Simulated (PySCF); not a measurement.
Species: diaminoborane, BH5N2.
SMILES with atom numbers: `[NH2:1][BH:2][NH2:3]` (hydrogens: H4, H5 on N1; H6 on B2; H7, H8 on N3)

A GFN2-xTB structure was refined with PBE0-D3(BJ)/def2-TZVP geometry optimisation, gas phase (PySCF). Its GFN2-xTB values:

| coordinate | GFN2-xTB |
| --- | --- |
| N1–B2 | 1.370 Å |
| N1–H4 | 0.975 Å |
| B2–H6 | 1.164 Å |
| N1–B2–N3 | 120.2° |
| N1–B2–H6 | 119.5° |
| B2–N1–H4 | 124.8° |
| B2–N1–H5 | 123.9° |
| H4–N1–H5 | 111.3° |

How do these coordinates change at the PBE0-D3(BJ)/def2-TZVP level?

```
coordinate  PBE0-D3(BJ)/def2-TZVP (Å or °)  change
     N1–B2                           1.409  +0.039
     B2–H6                           1.200  +0.036
     N1–H4                           1.002  +0.027
  B2–N1–H4                           121.8    -3.0
  N1–B2–N3                           122.9    +2.7
  H4–N1–H5                           113.7    +2.4
  N1–B2–H6                           118.6    -0.9
  B2–N1–H5                           124.5    +0.6
```

The energy falls by 0.128 eV over 10 energy and gradient evaluations, the largest force component goes from 0.0444 to 1.9e-04 Eh/bohr, and the atoms move by 0.043 Å rms after alignment. The bond that changes most is N1–B2 (boron-bound nitrogen to three-coordinate boron), which lengthens by 0.039 Å. Bonds longer at the end by more than 0.005 Å: 4 of 7; shorter: 2. Rotational constants go from 52656, 9644, 8151 to 53321, 9107, 7778 MHz.

The run used 123 basis functions and 65 SCF cycles in all. Hardware: Arm Neoverse N1, one thread (shared host). Cost: 56 s, 0.52 GiB resident at most.

Not checked by PBE0-D3(BJ)/def2-TZVP frequencies.

The values belong to the conformer `[NH2:1][BH:2][NH2:3]`: H–N1–B2–N3 180°, H–N1–B2–N3 -1°, H–N3–B2–N1 180°, H–N3–B2–N1 0°.
